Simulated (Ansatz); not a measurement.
Born–Oppenheimer molecular dynamics of H2N (3 atoms, charge 0, multiplicity 2). It starts from a relaxed structure.

All numbers below come from UKS PBE0-D4/def2-SVP (Ansatz).

- ensemble: NVE (velocity Verlet)
- time step: 0.25 fs
- steps asked: 266
- starting velocities drawn for: 100 K
- seed: 284228

First frame:

```xyz
3
Properties=species:S:1:pos:R:3
N 0.346 -0.205 0.171
H 0.125 0.805 0.156
H -0.471 -0.600 -0.327
```

Question: How far do the bonds stretch over the last three quarters of this one trajectory? (Pairs bonded in most of those frames.)

Answer: 
```json
{"bond": "N1–H2", "mean (Å)": "1.035", "spread (Å)": "0.014", "shortest": "1.01", "longest": "1.06"}
{"bond": "N1–H3", "mean (Å)": "1.034", "spread (Å)": "0.011", "shortest": "1.02", "longest": "1.05"}
```

Mean temperature of the second half: 50 K. The conserved energy stayed within 0.029 meV per atom of its start (net change 0.0017 meV per atom), so the integration is sound. Over the second half the temperature averaged 0.50 of the 100 K drawn at the start: a run that starts near a minimum puts about half its kinetic energy into the potential. A run of 0.067 ps of so small a system gives no equilibrium averages.

The run took 64 s on 1 thread of Arm Neoverse V2, with other jobs on the host, peak memory 0.073 GiB.
